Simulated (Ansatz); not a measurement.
# CH₄SSi (SMILES CS[SiH]): energies and forces away from the minimum

The task here is to estimate one member of a computed series from the others.

Program: Ansatz 0.2.0, Gaussian basis. Level of theory: single points with forces in def2-TZVPP. These are calculated values, not measurements.

Levels: PBE-D4, r2SCAN-D4, PBE0-D4, wB97M-V, Hartree-Fock, MP2, CCSD, CCSD(T). Each coordinate is moved by a Gaussian draw of the width named (0.7 of it for atoms other than hydrogen): 0.06, 0.02 Å.

Cores are frozen in the correlated methods.

13 further runs of the same task are left out: 13 set aside as unsound or not needed.

## Where the work starts

The minimum, relaxed at PBE0-D4: SMILES `CS[SiH]`, 7 atoms, charge 0, spin multiplicity 1.

Atoms are counted from 1 here; the program's logs count them from 0.

Bond lengths: C1–S2 1.812 Å, C1–H4 1.090 Å, C1–H5 1.090 Å, C1–H6 1.090 Å, S2–Si3 2.094 Å, Si3–H7 1.525 Å. Angles: S2–C1–H4 108.9°, S2–C1–H5 110.6°, S2–C1–H6 108.9°, H4–C1–H5 109.7°, H4–C1–H6 109.1°, H5–C1–H6 109.7°, C1–S2–Si3 103.9°, S2–Si3–H7 89.2°.

Coordinates:

| atom | x (Å) | y (Å) | z (Å) |
| --- | --- | --- | --- |
| C1 | -0.83876 | 0.60766 | -0.35922 |
| S2 | -0.15874 | -0.79258 | 0.56908 |
| Si3 | 1.90630 | -0.64998 | 0.25413 |
| H4 | -1.38105 | 1.25693 | 0.32778 |
| H5 | -0.04030 | 1.17098 | -0.84324 |
| H6 | -1.52952 | 0.22977 | -1.11264 |
| H7 | 2.10327 | -1.89068 | 1.11842 |

Energies of the minimum (eV), from earlier single points: PBE-D4 -19805.60716, r2SCAN-D4 -19813.47376, PBE0-D4 -19807.32984, B3LYP-D4 -19817.10744, wB97M-V -19813.84012, CCSD(T) -19788.17580.

Set-up of the first run:

Contents of ccsdt-tzvpp/in.yaml:

```yaml
crystal:
  periodic: [false, false, false]
  atoms:
    - {symbol: C, position_ang: [-0.835607, 0.597516, -0.411643]}
    - {symbol: S, position_ang: [-0.140528, -0.792129, 0.473369]}
    - {symbol: Si, position_ang: [1.906908, -0.637937, 0.201692]}
    - {symbol: H, position_ang: [-1.402753, 1.184302, 0.250317]}
    - {symbol: H, position_ang: [-0.048945, 1.143347, -0.836637]}
    - {symbol: H, position_ang: [-1.478414, 0.244189, -1.176084]}
    - {symbol: H, position_ang: [2.033518, -1.879121, 1.183172]}
basis:
  gaussian: {orbitals: def2-TZVPP}
correlation: {method: ccsd_t}
output: {forces: true}
```

No record of the launch command was kept for these runs.

Steps of the session up to this table: Structure 1, width 0.06 Å; Structure 2, width 0.02 Å.

One table of the session follows, with a row left open; its other results are not shown here.

```
   method  RMS force component (eV/Å)  angle to CCSD(T) forces (°)  dipole (D)
   PBE-D4                       0.676                         12.3        1.59
r2SCAN-D4                       0.696                          4.7        1.63
  PBE0-D4                           ?                            ?           ?
  wB97M-V                       0.708                          5.8        1.51
  CCSD(T)                       0.713                    reference        1.50
```

Estimate the missing values for PBE0-D4.

As computed: RMS force component (eV/Å): 0.694; angle to CCSD(T) forces (°): 8.5; dipole (D): 1.53. In the column «RMS force component (eV/Å)» it lies between PBE-D4 (0.676) and r2SCAN-D4 (0.696).
